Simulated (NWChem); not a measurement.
methyl formate (C2H4O2); SMILES COC=O

```xyz
8

C     -0.5094    -1.3186     0.0026
O      0.6764    -0.5380     0.0014
C      0.5040     0.7806     0.0002
O     -0.5523     1.3438    -0.0002
H     -1.1154    -1.1114    -0.8919
H     -0.1891    -2.3667     0.0086
H     -1.1198    -1.1023     0.8919
H      1.4961     1.2788    -0.0003
```
Atoms are numbered in this order, from 1.

Program: NWChem. Pople sets run with spherical d functions. All runs use the structure optimised with PBE0/def2-SVP. Vzz is the largest principal value of the second derivative of the potential at the nucleus (NWChem prints the opposite sign); η is the asymmetry. Non-relativistic.

```tsv
level	Vzz O2 (a.u.)	η O2	Vzz O4 (a.u.)	η O4
PBE0/def2-TZVP	1.576	0.33	-1.539	0.32
PBE0/def2-SVP	1.575	0.34	-1.552	0.22
B3LYP/6-31G*	?	0.36	-1.542	?
B3LYP/cc-pVTZ	1.591	0.33	-1.565	0.33
```

Question: What belongs in the gaps?

Answer: 
- B3LYP/6-31G*, Vzz O2 (a.u.): 1.523
- B3LYP/6-31G*, η O4: 0.18
